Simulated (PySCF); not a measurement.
Molecule: Vinyl ether (SMILES C=COC=C).

Molfile (atoms numbered from 1):
```
C4H6O
     RDKit          3D

 11 10  0  0  0  0  0  0  0  0999 V2000
   -2.2562    0.6921    0.0545 C   0  0  0  0  0  0  0  0  0  0  0  0
   -1.1812   -0.0885    0.1375 C   0  0  0  0  0  0  0  0  0  0  0  0
    0.0737    0.3884   -0.0281 O   0  0  0  0  0  0  0  0  0  0  0  0
    1.1124   -0.4759    0.0144 C   0  0  0  0  0  0  0  0  0  0  0  0
    2.3730   -0.0828   -0.1535 C   0  0  0  0  0  0  0  0  0  0  0  0
   -2.1634    1.7594   -0.1540 H   0  0  0  0  0  0  0  0  0  0  0  0
   -3.2468    0.2613    0.1988 H   0  0  0  0  0  0  0  0  0  0  0  0
   -1.2470   -1.1643    0.3459 H   0  0  0  0  0  0  0  0  0  0  0  0
    0.8394   -1.5229    0.2000 H   0  0  0  0  0  0  0  0  0  0  0  0
    2.6175    0.9647   -0.3394 H   0  0  0  0  0  0  0  0  0  0  0  0
    3.1767   -0.8170   -0.1054 H   0  0  0  0  0  0  0  0  0  0  0  0
  1  2  2  0
  2  3  1  0
  3  4  1  0
  4  5  2  0
  1  6  1  0
  1  7  1  0
  2  8  1  0
  4  9  1  0
  5 10  1  0
  5 11  1  0
M  END
```

Spin–spin couplings on one PBE0-D3(BJ)/def2-SVP geometry, PySCF 2.14.0 with density-fitted response routines, gas phase, non-relativistic, equivalent pairs averaged (without the spin–dipole term); isotopes ¹H; basis pcJ-1.

Reference values (Hz): ³J(H8,H7) = 6.4 (measured; solution (compiled); Pretsch, Buehlmann, Badertscher, Structure Determination of Organic Compounds, 4th ed., Springer 2009); ³J(H8,H6) = 14.0 (measured; solution (compiled); Pretsch, Buehlmann, Badertscher, Structure Determination of Organic Compounds, 4th ed., Springer 2009); ²J(H6,H7) = -1.8 (measured; solution (compiled); Pretsch, Buehlmann, Badertscher, Structure Determination of Organic Compounds, 4th ed., Springer 2009).

How do the couplings (Hz) change with the functional? Times are CPU seconds on shared hosts with different chips, so compare them loosely.

Answers


| functional | functions | ³J(H8,H7) | ³J(H8,H6) | ²J(H6,H7) | mean abs. error | core-s |
| --- | --- | --- | --- | --- | --- | --- |
| LDA | 195 | 5.4 | 10.3 | -0.1 | 2.1 | 16 |
| PBE | 195 | 6.3 | 13.5 | -0.9 | 0.5 | 22 |
| KT2 | 195 | 7.7 | 18.2 | -2.9 | 2.2 | 24 |
| B3LYP | 195 | 7.3 | 14.6 | -1.0 | 0.8 | 12 |
| PBE0 | 195 | 7.3 | 14.6 | -2.9 | 0.8 | 24 |
| B97-2 | 195 | 6.4 | 12.9 | -1.6 | 0.4 | 22 |
| BHandHLYP | 195 | 9.3 | 17.2 | -4.2 | 2.8 | 23 |
| CAM-B3LYP | 195 | 7.8 | 14.7 | -1.6 | 0.8 | 33 |

Errors compare magnitudes, without vibrational corrections, and the largest couplings weigh most in the mean. Closest: B97-2 and PBE, practically level; furthest: BHandHLYP. Left out for a near triplet instability: HF/pcJ-1.
